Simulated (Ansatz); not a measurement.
System: rutile TiO2. Method: r²SCAN+rVV10 in Ansatz (plane waves, PAW).

Settings: plane-wave cutoff 560 eV, 8×8×12 k mesh (along the axes of the cell as run), Fermi–Dirac smearing 0.01 eV, no spin polarisation, scalar-relativistic PAW data made under PBE.

Computed at the level's own relaxed cell.

### Question
What does this level give for the bulk modulus B0, lattice constant a, equilibrium volume per atom, pressure derivative B′ of the bulk modulus and c axis length?

### Answer

* **bulk modulus B0**: 236 GPa
* **lattice constant a**: 4.584 Å
* **equilibrium volume per atom**: 10.34 Å³/atom
* **pressure derivative B′ of the bulk modulus**: 5.1
* **c axis length**: 2.951 Å

Measured, for comparison: bulk modulus 212 ± 1 GPa (room temperature, not corrected to a static lattice, adiabatic, from measured elastic constants, our sources range from 210 to 239; as tabulated in Elasticity of TiO2 rutile to 1800 K); lattice constant a 4.587 Å, lattice parameter c 2.954 Å (15 K, zero-point motion not removed; as tabulated in Burdett, Hughbanks, Miller, Richardson, Smith, powder neutron diffraction …). Computed (rounded) less measured: bulk modulus not scored (sources differ), lattice constant a -0.1 %, lattice parameter c -0.1 %.

Note: the bulk modulus comes from volumes at which shape and atoms were relaxed.

Static lattice: no zero-point or thermal effects.

The result took around 11 core-minutes (rough).

Ansatz is a quantum-chemistry and plane-wave program.
